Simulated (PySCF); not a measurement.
Method: B3LYP-D3(BJ)/def2-TZVP in PySCF. Isolated molecules, 0 K electronic values unless said otherwise. B3LYP has the VWN-RPA correlation part, as in Gaussian. 

Reference species (SMILES): `[SiH3][C](F)F` (neutral, multiplicity 2).

```
Property                         Result
-----------------------------  --------
highest occupied spin orbital  -6.00 eV
dipole moment                    1.52 D
```

Changed species: `[SiH3]` (radical fragment; the reference has radical fragment).

Task: Give the shifts of the highest occupied spin orbital and dipole moment.

Result: the highest occupied spin orbital falls by 0.11 eV, to -6.11 eV; the dipole moment falls by 1.44 D, to 0.08 D.
